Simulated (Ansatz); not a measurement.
The same path of BFH3N (6 atoms, charge 0, multiplicity 1) was run 3 times with different band settings. Lost on the way: B1–N2, B1–H5. Made: N2–H5.

The calculation used RHF/cc-pVDZ (Ansatz).

Relaxed end points:

```xyz
6
Properties=species:S:1:pos:R:3
B 0.455 0.021 0.120
N 0.728 -0.016 1.480
H 0.014 -0.132 2.170
H 1.651 0.072 1.845
H 1.317 0.162 -0.698
F -0.816 -0.107 -0.295
```

```xyz
6
Properties=species:S:1:pos:R:3
B -0.518 -0.123 -1.222
N 1.118 0.149 1.382
H 0.731 0.635 2.175
H 1.543 -0.689 1.745
H 1.872 0.722 1.037
F -1.395 -0.693 -0.493
```

Common settings: movable images 5; climbing image yes; optimiser quadratic models (default); start path through a guess of the saddle point; iteration limit 60; end points relaxed.

| run | spring | force threshold |
| --- | --- | --- |
| 1 | 5.0 eV/Å² | 0.05 eV/Å |
| 2 | 0.5 eV/Å² | 0.05 eV/Å |
| 3 | 5.0 eV/Å² | 0.5 eV/Å |

(1) What does each run give, and how far can it be trusted?

Results:

(1) Run 1: converged after 24 iterations, highest image 5.304 eV above the first end. Neighbouring images differ by up to 4.2 eV, so the band resolves the path poorly. A vibrational analysis at the climbing image gives one clearly imaginary mode, 1998i cm⁻¹: a first-order saddle point.
Run 2: converged after 24 iterations, highest image 5.304 eV above the first end. Neighbouring images differ by up to 4.2 eV, so the band resolves the path poorly. Another band between the same ends (5 images) ends at a top of the same energy, where a vibrational analysis finds 1 clearly imaginary mode.
Run 3: converged after 18 iterations, highest image 5.313 eV above the first end. The threshold of 0.5 eV/Å is loose, so the images may lie well off the minimum-energy path. Neighbouring images differ by up to 4.1 eV, so the band resolves the path poorly. The order of the stationary point at the top wasn't checked.
The orbitals stay closed-shell, which can raise the energy where a bond breaks towards radicals; this wasn't checked here.
